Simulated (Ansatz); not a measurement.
HgS (P3₂21, No. 154)

Computed with PBE-D4 (PAW; Ansatz, a quantum-chemistry and plane-wave program).

Run with plane-wave cutoff 520 eV, 12×12×4 k mesh (along the axes of the cell as run), Fermi–Dirac smearing 0.01 eV, scalar-relativistic PAW data made under PBE.

Cell (relaxed at this level):

```yaml
crystal:
  lattice:
    - [2.08328, -3.60835, 0.00000]
    - [2.08328, 3.60835, 0.00000]
    - [0.00000, 0.00000, 9.51100]
  atoms:
    - { symbol: Hg, position: [0.71470, 0.00000, 0.66667] }
    - { symbol: Hg, position: [0.00000, 0.71470, 0.33333] }
    - { symbol: Hg, position: [0.28530, 0.28530, 0.00000] }
    - { symbol: S, position: [0.49766, 0.00000, 0.16667] }
    - { symbol: S, position: [0.00000, 0.49766, 0.83333] }
    - { symbol: S, position: [0.50234, 0.50234, 0.50000] }
```

```
Property                                        Value
-------------------------------------------  --------
bulk modulus                                 21.9 GPa
band gap                                      1.27 eV
smallest direct gap on the k points sampled   1.30 eV
```

Note: the bulk modulus comes from volumes at which shape and atoms were relaxed.

Spin–orbit coupling is not included.

The computed numbers hold no vibrational or temperature effects.
